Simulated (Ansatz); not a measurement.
```yaml
crystal:
  periodic: [false, false, false]
  atoms:
    - {symbol: Ti, position_ang: [0.000000, 0.000000, 0.000000]}
    - {symbol: F, position_ang: [1.693113, 0.011680, 0.000934]}
    - {symbol: F, position_ang: [-0.856671, 1.460437, -0.002623]}
    - {symbol: F, position_ang: [-0.836442, -1.472117, 0.001688]}
basis:
  gaussian: {orbitals: def2-TZVP}
magnetization: {spin_polarized: true, initial_magnetization: 1}
hamiltonian: {xc: pbe0}
relax: {f_tol: 0.004, max_steps: 80}
```

```sh
$ ansatz run in.yaml --threads 1 --pin off --events-out ev --progress --plain --max-ram 2176MiB
```

Steps of the relaxation (energy above the last step; positions in Å, forces in eV/Å):

```
4
step 1, 306.1 meV
Ti    0.000    0.000    0.000    0.000    0.000    0.000
F     1.693    0.012    0.001    2.852    0.020    0.002
F    -0.857    1.460   -0.003   -1.443    2.460   -0.004
F    -0.836   -1.472    0.002   -1.409   -2.480    0.003
```

```
4
step 2, 48.3 meV
Ti    0.000    0.000    0.000    0.000    0.000    0.000
F     1.738    0.012    0.001    1.049    0.007    0.001
F    -0.879    1.499   -0.003   -0.531    0.904   -0.002
F    -0.859   -1.511    0.002   -0.518   -0.912    0.001
```

```
4
step 3, 0.5 meV
Ti    0.000    0.000    0.000    0.000    0.000    0.000
F     1.766    0.012    0.001    0.101    0.001    0.000
F    -0.894    1.523   -0.003   -0.051    0.087    0.000
F    -0.873   -1.536    0.002   -0.050   -0.088    0.000
```

```
4
step 4, 0.0 meV
Ti    0.000    0.000    0.000    0.000    0.000    0.000
F     1.770    0.012    0.001   -0.001    0.000    0.000
F    -0.895    1.526   -0.003    0.000   -0.001    0.000
F    -0.874   -1.539    0.002    0.000    0.001    0.000
```

Close pairs at the end: Ti1–F4 1.770 Å, Ti1–F3 1.770 Å, Ti1–F2 1.770 Å.

A stationary point of unrestricted PBE0 after 4 steps, with ⟨S²⟩ = 0.752 against 0.75 for a pure state; no frequencies were run, so it isn't proven a minimum. 53 s on 1 thread of Arm Neoverse V1, shared host.
